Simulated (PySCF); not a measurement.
# LiAlH4, a cluster of ions: interaction energy

One table from this session's results is given with a row withheld; the runs are named, their logs left out.

Programs: PySCF 2.14.0. All values are calculated, for the isolated system unless a continuum is named. Atoms count from 0, parts from 1.

### The system as given

6 atoms, charge 0, multiplicity 1; geometry: GFN2-xTB. Parts: 1 = atom 0, `[Li+]`, charge 1; 2 = atoms 1–5, `[AlH4-]`, charge -1.

The first run:

Job settings and geometry (Å):

```
{"job": {"xc": "PBE0", "basis": "def2-SVPD", "d3": "d3bj", "grid": 2, "kind": "geom"}, "charge": 0, "multiplicity": 1, "parts": [{"atoms": "0-0", "charge": 1, "multiplicity": 1}, {"atoms": "1-5", "charge": -1, "multiplicity": 1}]}
Li     0.134748     0.188956     0.082762
Al    -1.034719     0.169357     2.328184
H     -0.654366     1.166453     3.463105
H      0.407380    -0.600120     1.548613
H     -1.232605     0.962739     0.724265
H     -2.166104    -0.850266     2.658766
```

Run with:

```sh
$ OMP_NUM_THREADS=1 python cluster_run.py task.json out
```

One launch serves the whole session: the jobs run in the order shown.

Steps of the session up to this table: Geometry optimisation at PBE0-D3(BJ)/def2-SVPD; Coupled-cluster interaction energy: CCSD(T) and MP2.

One of the session's tables, all rows but one given; the rest of the session is left out.

It belongs to the step «Coupled-cluster interaction energy: CCSD(T) and MP2». 

```
                 method  interaction energy (kcal/mol)
         HF/aug-cc-pVDZ                        -144.82
        MP2/aug-cc-pVDZ                        -143.97
       CCSD/aug-cc-pVDZ                              ?
    CCSD(T)/aug-cc-pVDZ                        -143.53
         HF/aug-cc-pVTZ                        -146.08
        MP2/aug-cc-pVTZ                        -146.31
    SCS-MP2/aug-cc-pVTZ                        -146.32
      MP2, extrapolated                        -146.76
CCSD(T), limit estimate                        -146.33
```

Q: Estimate the row for CCSD/aug-cc-pVDZ from the others.

The run gave: interaction energy (kcal/mol): -143.70. In the column «interaction energy (kcal/mol)» it lies between MP2/aug-cc-pVDZ (-143.97) and CCSD(T)/aug-cc-pVDZ (-143.53).

In this run the core of Li (1s) is correlated, in a basis without core functions; only the other cores are frozen.

Caveats from the session: The interaction energy leaves out the deformation of the parts, 6.15 kcal/mol (MP2); added to the CCSD(T) estimate it gives a binding of about -140.2 kcal/mol.
